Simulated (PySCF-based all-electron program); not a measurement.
Results of a calculation; reference values are marked as such.
## Forces on CH3P, singlet in several shapes

Method: all-electron DFT (in-house code on PySCF), basis-limit composite values; the spin-free Dirac equation, no spin–orbit coupling, spin-restricted. Forces are good to about 0.006 eV/Å. Atoms are numbered as listed.

Shape A:

```
atom    x (Å)   y (Å)    z (Å)
   C   0.0000  0.0000   0.0000
   P   0.0000  0.0000   1.8403
   H   0.8893  0.0000  -0.6320
   H  -0.9560  0.0000  -0.5299
   H   1.4290  0.0000   2.0183
```

PBE forces:

```tsv
atom	Fx	Fy	Fz (eV/Å)
C1	0.031	0.000	3.541
P2	-0.061	0.000	-3.740
H3	0.088	0.000	0.182
H4	-0.015	0.000	0.182
H5	-0.043	0.000	-0.164
```

Shape B:

```xyz
5

C     0.0000    0.0000    0.0000
P     0.0000    0.0000    1.5057
H     0.8893    0.0000   -0.6320
H    -0.9560    0.0000   -0.5299
H     1.4290    0.0000    1.6837
```

Against shape A, C1–P2 goes from 1.840 to 1.506 Å.

PBE forces:

```json
{"atom": "C1", "Fx": "-0.096", "Fy": "0.000", "Fz (eV/Å)": "-8.492"}
{"atom": "P2", "Fx": "0.170", "Fy": "0.000", "Fz (eV/Å)": "8.637"}
{"atom": "H3", "Fx": "-0.166", "Fy": "0.000", "Fz (eV/Å)": "-0.210"}
{"atom": "H4", "Fx": "0.055", "Fy": "0.000", "Fz (eV/Å)": "-0.205"}
{"atom": "H5", "Fx": "0.037", "Fy": "0.000", "Fz (eV/Å)": "0.270"}
```

What forces does HSE06 give in shape B?

The forces move by 0.302 eV/Å (r.m.s. over the atoms) from PBE.

| atom | Fx | Fy | Fz (eV/Å) |
| --- | --- | --- | --- |
| C1 | -0.137 | 0.000 | -8.359 |
| P2 | 0.431 | 0.000 | 8.215 |
| H3 | -0.364 | 0.000 | -0.037 |
| H4 | 0.272 | 0.000 | -0.071 |
| H5 | -0.202 | 0.000 | 0.251 |

Shape C:

| atom | x (Å) | y (Å) | z (Å) |
| --- | --- | --- | --- |
| C | 0.0000 | 0.0000 | 0.0000 |
| P | 0.0000 | 0.0000 | 1.4221 |
| H | 0.8893 | 0.0000 | -0.6320 |
| H | -0.9560 | 0.0000 | -0.5299 |
| H | 1.4290 | 0.0000 | 1.6000 |

Against shape A, C1–P2 goes from 1.840 to 1.422 Å.

PBE forces:

```json
{"atom": "C1", "Fx": "-0.144", "Fy": "0.000", "Fz (eV/Å)": "-16.096"}
{"atom": "P2", "Fx": "0.244", "Fy": "0.000", "Fz (eV/Å)": "16.344"}
{"atom": "H3", "Fx": "-0.261", "Fy": "0.000", "Fz (eV/Å)": "-0.360"}
{"atom": "H4", "Fx": "0.065", "Fy": "0.000", "Fz (eV/Å)": "-0.332"}
{"atom": "H5", "Fx": "0.097", "Fy": "0.000", "Fz (eV/Å)": "0.444"}
```

What forces does HSE06 give in shape C?

The forces move by 0.275 eV/Å (r.m.s. over the atoms) from PBE.

```csv
atom,Fx,Fy,Fz (eV/Å)
C1,-0.186,0.000,-16.065
P2,0.505,0.000,16.011
H3,-0.463,0.000,-0.182
H4,0.285,0.000,-0.192
H5,-0.141,0.000,0.428
```
